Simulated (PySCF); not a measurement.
MgS and its ions

PBE; basis Mg pcseg-2, S pcseg-2; no relativity; PySCF 2.14. Neutral (UKS): singlet (closed shell), Re = 2.158 Å, ωe = 525 cm⁻¹, De = 2.33 eV, HOMO -4.86 eV, LUMO -4.36 eV.

MgS⁺ (UKS): doublet (π ↑), Re = 2.266 Å, ωe = 454 cm⁻¹, De = 2.11 eV to Mg⁺ + S. The energies at the minima are -597.98536 hartree for MgS and -597.69750 for MgS⁺.

Q: Work out the adiabatic ionisation energy, without and with harmonic zero-point energies (1 hartree = 27.2114 eV, 1 eV = 8065.5 cm⁻¹), and the change of the bond length.

A: At PBE: 0.28786 hartree = 7.833 eV between the minima; the zero-point term (454.0 − 525.0)/2 cm⁻¹ = -0.004 eV makes it 7.829 eV. Re changes by +10.8 pm against the neutral. Minus the HOMO energy is 4.86 eV, -2.97 eV from the value between the minima; self-interaction puts the Kohn–Sham level too high, less so with exact exchange. The electron leaves a π orbital; in so polar a molecule the change of length follows mostly from the change of the ionic charges.

For an ion De counts to the pair picked by the measured ionisation energies or electron affinities, which need not be the lowest pair at this level. States were picked by a PBE0 search and need not be the measured ground states.
